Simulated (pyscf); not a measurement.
Structures and frequencies: ωB97X-D3(BJ)/def2-SVP in PySCF.

Task: For the elementary gas-phase step hydrogen chloride (HCl) + HO–Zr(Cl)(Cl)–Cl → zirconium tetrachloride (Cl–Zr(Cl)(Cl)–Cl) + water (H₂O) (singlet surface; Cl–H, O–Zr broken, Cl–Zr, H–O formed), what barrier and reaction energy does ωB97M-D3(BJ)/def2-TZVP give, measured from the separated reactants?

Result: ΔE‡ = 0.11 eV, ΔE = -0.12 eV. Zero-point energy shifts the barrier by +0.02 eV. It is a four-centre exchange, with an imaginary mode of 523i cm⁻¹. On the reactant side the descent ends in an adduct with a Cl–Zr contact, 0.24 eV under the separated species and 0.16 eV under the saddle at ωB97X-D3(BJ)/def2-TZVP. On the product side the descent ends in an adduct with a O–Zr contact (not fully relaxed), 0.82 eV under the separated species and 1.00 eV under the saddle at ωB97X-D3(BJ)/def2-TZVP. What is counted as formed (Cl–Zr) is already present as a longer contact in the reactant adduct; forming that adduct is a step of its own. What is counted as broken (O–Zr) persists as a longer contact in the product adduct; parting that adduct is a step of its own. At ωB97X-D3(BJ) the barrier from the zero used here is -0.08 eV. This is the saddle that the search found; another between the same sides may lie lower. Elements past Kr carry the def2 core potentials, without spin-orbit coupling.
